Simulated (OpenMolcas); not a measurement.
**AlH3 (SMILES [AlH3]): a chain of runs**

We compute a single-point energy (UHF/pcseg-0), then the energy (CASSCF(2,2)/pcseg-0), then a single-point energy (CASPT2(2,2)/pcseg-0), then a single-point energy (SC-NEVPT2(2,2)/pcseg-0), then the energy (MRCI(2,2)/pcseg-0) of AlH3. 

The calculation is run with OpenMolcas 26.06.

## (1) Starting point

AlH3: 4 atoms, total charge 0, spin state singlet. As SMILES, `[AlH3]`. The Al1–H3 distance was set to 2.775 Å, away from the relaxed value. At this shape a bond of the SMILES string is far longer than usual.

Bond lengths: Al1–H2 1.586 Å, Al1–H4 1.586 Å. Angles: H2–Al1–H4 120.0°.

## (2) The energy at UHF/pcseg-0 (run 1)

The input, step1.input:

```
* AlH3 Hartree-Fock
>>> EXPORT MOLCAS_PRINT=2
&GATEWAY
BasLib
$CurrDir
Coord
4
bohr
Al     1.94565068     1.13026787    -0.16582725
H      3.11633601     2.42605308     2.26946281
H     -2.53374479    -1.57225214     0.19861022
H      3.33592219     1.37687713    -2.80917615
Basis
pcseg-0
Group
NoSym
&SEWARD
&SCF
UHF
Scramble
0.25
PrOrbitals
1 1
```

The basis set pcseg-0 is read from a file made from the Basis Set Exchange's data (not shown).

Started as:

```sh
$ export MOLCAS_MEM=1860
$ pymolcas step1.input > step1.log
```

The program printed:

```text
--- Start Module: gateway ---
[...]
--- Stop Module: gateway /rc=_RC_ALL_IS_WELL_ ---
--- Start Module: seward ---
[...]
      Basis functions           19
--- Stop Module: seward /rc=_RC_ALL_IS_WELL_ ---
--- Start Module: scf ---
[...]
       Convergence after  21 Iterations
[...]
::    Total SCF energy                               -243.2132585959
[...]
      Total spin, S                                     0.4538008529
[...]
      Total electronic charge=   16.000000
      Total            charge=   -0.000000
[...]
      Dipole Moment (debye):
      Origin of the operator (angstrom)=    0.9955    0.5775   -0.0850
                   X=  1.5081E-01               Y=  9.2515E-02               Z= -1.2363E-02           Total=  1.7736E-01
      Quadrupole Moment (debye*angstrom):
[...]
--- Stop Module: scf /rc=_RC_ALL_IS_WELL_ ---
[...]
```

Wall time 1.9 s (1 thread of Arm Neoverse V1, shared host); peak memory 0.37 GiB.

## (3) A single-point energy at CASSCF(2,2)/pcseg-0 (run 2)

The input, step2.inp:

```
* AlH3 CASSCF
&GATEWAY
BasLib=$CurrDir
Coord
4
bohr
Al     1.94565068     1.13026787    -0.16582725
H      3.11633601     2.42605308     2.26946281
H     -2.53374479    -1.57225214     0.19861022
H      3.33592219     1.37687713    -2.80917615
Basis=pcseg-0
Group=NoSym
&SEWARD
&RASSCF
FileOrb=$CurrDir/step1.UnaOrb
Spin=1
Nactel=2 0 0
Inactive=7
Ras2=2
OrbListing=Nothing
```

The basis set pcseg-0 is read from a file made from the Basis Set Exchange's data (not shown).

Started as:

```sh
$ export MOLCAS_MEM=1860
$ pymolcas step2.inp > step2.log
```

The program printed:

```text
--- Start Module: gateway ---
[...]
--- Stop Module: gateway /rc=_RC_ALL_IS_WELL_ ---
--- Start Module: seward ---
[...]
      Basis functions           19
--- Stop Module: seward /rc=_RC_ALL_IS_WELL_ ---
--- Start Module: rasscf ---
[...]
      Number of active orbitals                  2
[...]
      Spin quantum number                      0.0
[...]
      Active orbitals                            2
[...]
      Number of CSFs                             3
[...]
      Number of root(s) required                 1
[...]
      Convergence after  9 iterations
[...]
      printout of CI-coefficients larger than  0.05 for root  1
      energy=    -243.236338
      conf/sym  11     Coeff  Weight
             1  20  -0.94544 0.89385
             3  02   0.32581 0.10615
      Natural orbitals and occupation numbers for root  1
      sym 1:   1.787696   0.212304
      ************************************************************************************************************************
      *                                                    Final results                                                     *
[...]
::    RASSCF root number  1 Total energy:   -243.23633795
[...]
      Total electronic charge=   16.000000
      Total            charge=   -0.000000
[...]
      Dipole Moment (debye):
      Origin of the operator (angstrom)=    0.9955    0.5775   -0.0850
                   X=  5.8572E-01               Y=  3.5532E-01               Z= -4.7819E-02           Total=  6.8673E-01
      Quadrupole Moment (debye*angstrom):
[...]
--- Stop Module: rasscf /rc=_RC_ALL_IS_WELL_ ---
[...]
```

It took 1.6 s on 1 thread of Arm Neoverse V1, shared host; peak memory 0.37 GiB.

## (4) The energy at CASPT2(2,2)/pcseg-0 (run 3)

The input, step3.input:

```
* AlH3 CASPT2
&gateway
baslib=$CurrDir
coord
4
bohr
Al     1.94565068     1.13026787    -0.16582725
H      3.11633601     2.42605308     2.26946281
H     -2.53374479    -1.57225214     0.19861022
H      3.33592219     1.37687713    -2.80917615
basis=pcseg-0
group=NoSym
&seward
&rasscf
fileorb=$CurrDir/step2.RasOrb
spin=1
nactel=2 0 0
inactive=7
ras2=2
orblisting=Nothing
&caspt2
imaginary=0.1
frozen=5
```

The basis set pcseg-0 is read from a file made from the Basis Set Exchange's data (not shown).

Started as:

```sh
$ export MOLCAS_MEM=1860
$ pymolcas step3.input > step3.log
```

The program printed:

```text
--- Start Module: gateway ---
[...]
--- Stop Module: gateway /rc=_RC_ALL_IS_WELL_ ---
[...]
      Basis functions           19
[...]
--- Start Module: rasscf ---
[...]
      Number of active orbitals                  2
[...]
      Spin quantum number                      0.0
[...]
      Active orbitals                            2
[...]
      Number of CSFs                             3
[...]
      Number of root(s) required                 1
[...]
      Convergence after  4 iterations
[...]
      printout of CI-coefficients larger than  0.05 for root  1
      energy=    -243.236338
      conf/sym  11     Coeff  Weight
             1  20  -0.94544 0.89385
             3  02   0.32581 0.10615
      Natural orbitals and occupation numbers for root  1
      sym 1:   1.787696   0.212304
      ************************************************************************************************************************
      *                                                    Final results                                                     *
[...]
::    RASSCF root number  1 Total energy:   -243.23633795
[...]
      Total electronic charge=   16.000000
      Total            charge=   -0.000000
[...]
      Dipole Moment (debye):
      Origin of the operator (angstrom)=    0.9955    0.5775   -0.0850
                   X=  5.8571E-01               Y=  3.5533E-01               Z= -4.7821E-02           Total=  6.8674E-01
      Quadrupole Moment (debye*angstrom):
[...]
--- Stop Module: rasscf /rc=_RC_ALL_IS_WELL_ ---
--- Start Module: caspt2 ---
[...]
      E2 (Variational):          -0.0317439870
      Total energy:            -243.2680819390
[...]
      Reference weight:           0.98274
[...]
::    CASPT2 Root  1     Total energy:   -243.26808194
[...]
--- Stop Module: caspt2 /rc=_RC_ALL_IS_WELL_ ---
[...]
```

Wall time 1.7 s (1 thread of Arm Neoverse V1, shared host); peak memory 0.37 GiB.

## (5) The energy at SC-NEVPT2(2,2)/pcseg-0 (run 4)

The input, step4.input:

```
* AlH3 NEVPT2

&GATEWAY
  BasLib = $CurrDir
  Coord
  4
  bohr
  Al     1.94565068     1.13026787    -0.16582725
  H      3.11633601     2.42605308     2.26946281
  H     -2.53374479    -1.57225214     0.19861022
  H      3.33592219     1.37687713    -2.80917615
  Basis = pcseg-0
  Group = NoSym

&SEWARD

&RASSCF
  FileOrb = $CurrDir/step2.RasOrb
  Spin = 1
  Nactel = 2 0 0
  Inactive = 7
  Ras2 = 2
  OrbListing = Nothing

&CASPT2
  SC-NEVPT2
  Frozen = 5
```

The basis set pcseg-0 is read from a file made from the Basis Set Exchange's data (not shown).

Started as:

```sh
$ export MOLCAS_MEM=1860
$ pymolcas step4.input > step4.log
```

The program printed:

```text
--- Start Module: gateway ---
[...]
--- Stop Module: gateway /rc=_RC_ALL_IS_WELL_ ---
[...]
      Basis functions           19
[...]
--- Start Module: rasscf ---
[...]
      Number of active orbitals                  2
[...]
      Spin quantum number                      0.0
[...]
      Active orbitals                            2
[...]
      Number of CSFs                             3
[...]
      Number of root(s) required                 1
[...]
      Convergence after  4 iterations
[...]
      printout of CI-coefficients larger than  0.05 for root  1
      energy=    -243.236338
      conf/sym  11     Coeff  Weight
             1  20  -0.94544 0.89385
             3  02   0.32581 0.10615
      Natural orbitals and occupation numbers for root  1
      sym 1:   1.787696   0.212304
      ************************************************************************************************************************
      *                                                    Final results                                                     *
[...]
::    RASSCF root number  1 Total energy:   -243.23633795
[...]
      Total electronic charge=   16.000000
      Total            charge=   -0.000000
[...]
      Dipole Moment (debye):
      Origin of the operator (angstrom)=    0.9955    0.5775   -0.0850
                   X=  5.8571E-01               Y=  3.5533E-01               Z= -4.7821E-02           Total=  6.8674E-01
      Quadrupole Moment (debye*angstrom):
[...]
--- Stop Module: rasscf /rc=_RC_ALL_IS_WELL_ ---
--- Start Module: caspt2 ---
[...]
      E2 (Variational):          -0.0311205563
[...]
      E2 (Variational):          -0.0311184954
      Total energy:            -243.2674564474
[...]
      Reference weight:           0.98348
[...]
::    SC-NEVPT2 Root  1     Total energy:   -243.26745645
[...]
--- Stop Module: caspt2 /rc=_RC_ALL_IS_WELL_ ---
[...]
```

Run time: 1.6 s. Hardware: 1 thread of Arm Neoverse V1, shared host; peak memory 0.37 GiB.

## (6) A single-point energy at MRCI(2,2)/pcseg-0 (run 5)

The input, step5.input:

```
&gateway
 baslib=$CurrDir
 coord
 4
 bohr
 Al     1.94565068     1.13026787    -0.16582725
 H      3.11633601     2.42605308     2.26946281
 H     -2.53374479    -1.57225214     0.19861022
 H      3.33592219     1.37687713    -2.80917615
 basis=pcseg-0
 group=NoSym

&seward

&rasscf
 fileorb=$CurrDir/step2.RasOrb
 spin=1
 nactel=2 0 0
 inactive=7
 ras2=2
 orblisting=Nothing

&motra
 lumorb
 frozen=5

&guga
 electrons=6
 spin=1
 inactive=2
 active=2
 ciall=1

&mrci
 sdci
```

The basis set pcseg-0 is read from a file made from the Basis Set Exchange's data (not shown).

Started as:

```sh
$ export MOLCAS_MEM=1860
$ pymolcas step5.input > step5.log
```

The program printed:

```text
--- Start Module: gateway ---
[...]
--- Stop Module: gateway /rc=_RC_ALL_IS_WELL_ ---
[...]
      Basis functions           19
[...]
      Number of active orbitals                  2
[...]
      Spin quantum number                      0.0
[...]
      Active orbitals                            2
[...]
      Number of CSFs                             3
[...]
      Number of root(s) required                 1
[...]
      Convergence after  4 iterations
[...]
      printout of CI-coefficients larger than  0.05 for root  1
      energy=    -243.236338
      conf/sym  11     Coeff  Weight
             1  20  -0.94544 0.89385
             3  02   0.32581 0.10615
      Natural orbitals and occupation numbers for root  1
      sym 1:   1.787696   0.212304
      ************************************************************************************************************************
      *                                                    Final results                                                     *
[...]
::    RASSCF root number  1 Total energy:   -243.23633795
[...]
      Dipole Moment (debye):
      Origin of the operator (angstrom)=    0.9955    0.5775   -0.0850
                   X=  5.8571E-01               Y=  3.5533E-01               Z= -4.7821E-02           Total=  6.8674E-01
      Quadrupole Moment (debye*angstrom):
[...]
--- Start Module: guga ---
[...]
--- Stop Module: guga /rc=_RC_ALL_IS_WELL_ ---
[...]
       (But an ACPF correction will be computed)
       USE THE DEFAULT ACPF G-VALUE GFAC=  0.33333333333333331
[...]
                      CI ENERGY:  -243.28074441
[...]
                ACPF CORRECTION:    -0.00111431
[...]
      Total electronic charge=   16.000000
      Total            charge=    0.000000
[...]
     ACPF CORRECTION:     -0.00111431
[...]
  CI State   1     Total energy:   -243.28074441     QDav:     -0.00169270     QACPF:     -0.00111431
[...]
```

Wall time 1.7 s (1 thread of Arm Neoverse V1, shared host); peak memory 0.37 GiB.

## (7) Summary of results

| quantity | value |
| --- | --- |
| run 1, UHF/pcseg-0: total energy | -243.21326 Eh |
| run 1, UHF/pcseg-0: dipole moment | 0.18 D |
| run 1, UHF/pcseg-0: HOMO energy | -8.29 eV |
| run 1, UHF/pcseg-0: LUMO energy | 0.38 eV |
| run 1, UHF/pcseg-0: HOMO–LUMO gap | 8.66 eV |
| run 1, UHF/pcseg-0: ⟨S²⟩ | 0.660 |
| run 2, CASSCF(2,2)/pcseg-0: total energy | -243.23634 Eh |
| run 2, CASSCF(2,2)/pcseg-0: dipole moment (CASSCF density) | 0.69 D |
| run 3, CASPT2(2,2)/pcseg-0: total energy | -243.26808 Eh |
| run 3, CASPT2(2,2)/pcseg-0: dipole moment (CASSCF density) | 0.69 D |
| run 4, SC-NEVPT2(2,2)/pcseg-0: total energy | -243.26746 Eh |
| run 4, SC-NEVPT2(2,2)/pcseg-0: dipole moment (CASSCF density) | 0.69 D |
| run 5, MRCI(2,2)/pcseg-0: total energy | -243.28074 Eh |
| run 5, MRCI(2,2)/pcseg-0: dipole moment (CASSCF density) | 0.69 D |

In words: ⟨S²⟩ (run 1, UHF/pcseg-0) is 0.66 where a pure singlet has 0.00: the reference is spin-contaminated. Mulliken charges (run 1, UHF/pcseg-0) run from -0.33 on H2 to +0.74 on Al1; they depend strongly on the basis. Mulliken charges (run 2, CASSCF(2,2)/pcseg-0) run from -0.32 on H2 to +0.76 on Al1; they depend strongly on the basis. Mulliken charges (run 4, SC-NEVPT2(2,2)/pcseg-0) of the CASSCF density run from -0.32 on H2 to +0.76 on Al1.
